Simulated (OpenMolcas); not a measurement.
**PO2 (phosphorus dioxide): how far must the integration grid go?**

PO2 has 3 atoms, charge 0, and is taken as a doublet. SMILES: `[O]P=O`. Geometry: relaxed at GFN2-xTB.

```xyz
3

O     0.3317    1.2263    0.3177
P    -0.4039    0.0770   -0.2121
O     0.0722   -1.3033   -0.1055
```

Program: OpenMolcas 26.06. Method: UOPBE/3-21G. Swept: integration grid. Watched: the vertical electron affinity (to the singlet anion). Each run: energy. Hardware: 1 thread of Arm Neoverse V1, shared host.

The last row is the best point of the sweep, not the limit.

Question: The candidates, from coarse to fine: Coarse; SG1Grid; Fine; UltraFine. Estimate which is the coarsest that holds the vertical electron affinity (to the singlet anion) within 0.005 eV of the last.

Answer: SG1Grid: it is 0.0008 eV off and takes 5.3 s, against 11 s for UltraFine.

```
integration grid  value (eV)  from the best (eV)  wall time
          Coarse      1.7601             -0.0069      5.1 s
         SG1Grid      1.7679             +0.0008      5.3 s
            Fine      1.7671             +0.0001      6.4 s
       UltraFine      1.7670              0.0000       11 s
```
